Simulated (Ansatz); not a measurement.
in.yaml

```yaml
crystal:
  periodic: [false, false, false]
  atoms:
    - {symbol: W, position_ang: [0.000000, 0.000000, 0.000000]}
    - {symbol: Si, position_ang: [0.000000, 0.000000, 3.920000]}
basis:
  gaussian: {orbitals: def2-SVP}
magnetization: {spin_polarized: false}
correlation: {method: ccsd_t, electrons: outside_noble_gas}
```

```sh
$ ansatz run in.yaml --threads 1 --pin off --events-out ev --progress --plain --max-ram 8192MiB --backend cpu
```

Problem. Roughly how long does this take on 1 thread of AMD EPYC 7R13, shared host, and how much host memory?

Solution. 68 s wall and 0.16 GiB.

```
483 factors; integrals over basis functions are off by at most 2.9e-4 eV
mean field evaluation 1: about -9647.7775 eV, gradient 2.8e1 eV
mean field evaluation 2: about -9647.7779 eV, gradient 2.8e1 eV
mean field evaluation 4: about -9650.8645 eV, gradient 1.9e1 eV
mean field evaluation 8: about -9656.1763 eV, gradient 1.2e0 eV
mean field evaluation 16: about -9656.4053 eV, gradient 1.4e0 eV
mean field evaluation 32: about -9656.8712 eV, gradient 4.7e0 eV
mean field evaluation 64: about -9657.0048 eV, gradient 2.6e-10 eV
mean field evaluation 96: about -9656.9763 eV, gradient 8.4e-2 eV
mean field evaluation 128: about -9657.0042 eV, gradient 1.8e-2 eV
mean field evaluation 160: about -9656.2184 eV, gradient 6.8e-4 eV
...
mean field evaluation 4096: about -9660.6190 eV, gradient 2.3e-1 eV
mean field evaluation 4128: about -9659.7669 eV, gradient 3.4e0 eV
mean field evaluation 4160: about -9660.6159 eV, gradient 7.7e-1 eV
mean field evaluation 4192: about -9660.0546 eV, gradient 2.7e0 eV
mean field evaluation 4224: about -9660.6032 eV, gradient 6.0e-2 eV
mean field evaluation 4256: about -9653.1380 eV, gradient 6.5e0 eV
mean field evaluation 4288: about -9652.1223 eV, gradient 3.7e0 eV
mean field evaluation 4320: about -9651.5383 eV, gradient 4.0e0 eV
determinant -9657.00477319 eV, -354.8883796618 hartree, with singles and doubles -9662.15481209 eV, -355.0776401005 hartree
determinant -9657.00439724 eV, -354.8883658460 hartree, with singles and doubles -9662.15478128 eV, -355.0776389685 hartree
determinant -9656.97769360 eV, -354.8873845051 hartree, with singles and doubles -9662.11957238 eV, -355.0763450652 hartree
determinant -9656.90360934 eV, -354.8846619590 hartree, with singles and doubles -9662.04141530 eV, -355.0734728452 hartree
determinant -9656.89819835 eV, -354.8844631088 hartree, with singles and doubles -9662.07670001 eV, -355.0747695346 hartree
determinant -9656.69510601 eV, -354.8769996029 hartree, with singles and doubles -9661.90189367 eV, -355.0683455200 hartree
determinant -9656.22761971 eV, -354.8598197980 hartree, with singles and doubles -9661.59847937 eV, -355.0571952501 hartree
determinant -9656.22364293 eV, -354.8596736541 hartree, with singles and doubles -9661.59418161 eV, -355.0570373106 hartree
determinant -9656.21837736 eV, -354.8594801482 hartree, with singles and doubles -9661.64734301 eV, -355.0589909557 hartree
determinant -9656.15922129 eV, -354.8573062026 hartree, with singles and doubles -9661.51211587 eV, -355.0540214499 hartree
determinant -9656.12906512 eV, -354.8561979838 hartree, with singles and doubles -9661.49675119 eV, -355.0534568085 hartree
determinant -9654.35856375 eV, -354.7911332584 hartree, with singles and doubles -9660.99693928 eV, -355.0350890597 hartree
determinant -9654.35056796 eV, -354.7908394187 hartree, with singles and doubles -9660.73608333 eV, -355.0255027804 hartree
determinant -9654.25300216 eV, -354.7872539417 hartree, with singles and doubles -9660.59138103 eV, -355.0201850688 hartree
determinant -9654.20867884 eV, -354.7856250898 hartree, with singles and doubles -9660.08215674 eV, -355.0014714215 hartree
determinant -9654.14673672 eV, -354.7833487587 hartree, with singles and doubles -9660.80000770 eV, -355.0278519576 hartree
determinant -9653.64579456 eV, -354.7649394740 hartree, with singles and doubles -9658.90352224 eV, -354.9581574024 hartree
determinant -9657.00477319 eV, -354.8883796618 hartree, with singles and doubles -9662.12900416 eV, -355.0766916767 hartree
determinant -9657.00439724 eV, -354.8883658460 hartree, with singles and doubles -9662.12668086 eV, -355.0766062970 hartree
determinant -9656.97769360 eV, -354.8873845051 hartree, with no singles and doubles
determinant -9656.90360934 eV, -354.8846619590 hartree, with no singles and doubles
determinant -9656.89819835 eV, -354.8844631088 hartree, with singles and doubles -9662.08674931 eV, -355.0751388394 hartree
determinant -9656.69510601 eV, -354.8769996029 hartree, with singles and doubles -9661.96415679 eV, -355.0706336474 hartree
determinant -9656.21837736 eV, -354.8594801482 hartree, with singles and doubles -9661.75194313 eV, -355.0628349395 hartree
mean field evaluation 4352: about -9657.0048 eV, gradient 6.1e-6 eV
unrestricted determinant -9660.62017346 eV, -355.0212431711 hartree, S^2 3.5098
9 core orbitals not correlated: weight in the atoms' cores, before any rotation towards them, 1.000 or more for the frozen orbitals, at most 0.000 for the correlated occupied ones
reference -9657.00477319 eV, -354.8883796618 hartree; 5, 5 occupied and 36, 36 virtual orbitals, 483 factors
second order -3.84236221 eV of doubles, -0.00000000 eV of singles
cycle   1  -5.12422689 eV  change    4.1e-6 eV  update   7.6e-6
perturbative correction -0.76052221 eV, -0.0279486756 hartree
WARN: the results are in doubt because among natural orbitals the method converges to other amplitudes
Total energy: -9662.88952228 eV, -355.1046402022 hartree
In doubt: among natural orbitals the method converges to other amplitudes
```
